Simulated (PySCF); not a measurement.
# ClH3Si (chlorosilane): the cost of one run

Programs: PySCF 2.14.0, with density-fitted response routines of our own. Each step states its level of theory. These are calculated values for one molecule in the gas phase, unless marked as measured. Atoms count from 0, in the outputs and in this text.

## 1. Starting geometry

5 atoms, charge 0, multiplicity 1; geometry from: GFN2-xTB. The atoms were then displaced at random by about 0.01 Å, so the start is not that level's minimum.

Bonds of the start (Å): Si0–Cl1 1.98, Si0–H2 1.46, Si0–H3 1.48, Si0–H4 1.45.

## 2. Geometry optimisation at PBE0-D3(BJ)/def2-SVP

The job: settings as JSON, then the geometry in Å.

```
{"job": {"xc": "PBE0", "basis": "def2-SVP", "d3": "d3bj", "grid": 1, "shake": 0.01, "kind": "geom"}, "charge": 0, "multiplicity": 1}
Si    -0.106270    -0.020370    -0.006990
Cl     1.873050    -0.073050     0.102490
H     -0.582050    -0.967890    -1.017670
H     -0.477920     1.358990    -0.406600
H     -0.673230    -0.331650     1.290880
```

Started as:

```
$ OMP_NUM_THREADS=1 python probes_run.py task.json out
```

This one command runs all jobs of the session in turn.

**Question.** How long does this first job take on 1 thread of Arm Neoverse N1, shared host, and how much memory does it need?

About 6.4 s, with a peak of 0.27 GiB.
